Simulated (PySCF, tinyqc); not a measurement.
The basis set: RHF and MP2 along a ladder of basis sets, for BH, spin multiplicity 1. Computed by the program tinyqc with PySCF. 

Geometry (angstrom):
```
atom       x       y       z
B     0.0000  0.0000  0.0000
H     0.0000  0.0000  1.1320
```

Same geometry throughout; the dipole is taken about the origin.

RHF and frozen-core MP2 in a ladder of bases:
```
basis        functions  E(RHF) (hartree)  E(MP2 corr) (hartree)  HOMO (eV)  LUMO (eV)  dipole (debye)
sto-3g               6        -24.749085              -0.027130    -6.6550     7.3507          1.1296
3-21g               11        -24.972594              -0.036334    -9.1288     1.9803          1.8563
6-31g               11        -25.104607              -0.036484    -8.9498     2.2668          1.7936
6-31g**             19        -25.115043              -0.059682    -9.0623     2.3171          1.7556
cc-pvdz             19        -25.120327              -0.059743    -9.2913     1.6564          1.9515
aug-cc-pvdz         32        -25.121793              -0.061614    -9.3776     0.7453          2.0316
cc-pvtz             44        -25.126333              -0.073214    -9.3720     1.3784          1.9868
```

From cc-pVDZ to cc-pVTZ the RHF energy falls by 6.0 mhartree and the correlation energy by 13.5. If valence correlation converges as X^-3, (27 E(T) - 8 E(D))/19 gives -0.0789 hartree, a rough estimate from such small X that usually falls short; STO-3G holds about 34 % of it. Beyond STO-3G the LUMO moves by 1.6 eV and the HOMO by 0.4 eV. The restricted reference is unstable here: a spin-polarised solution lies 0.0071 hartree lower (PySCF, cc-pVDZ), so results built on it describe a poor reference.
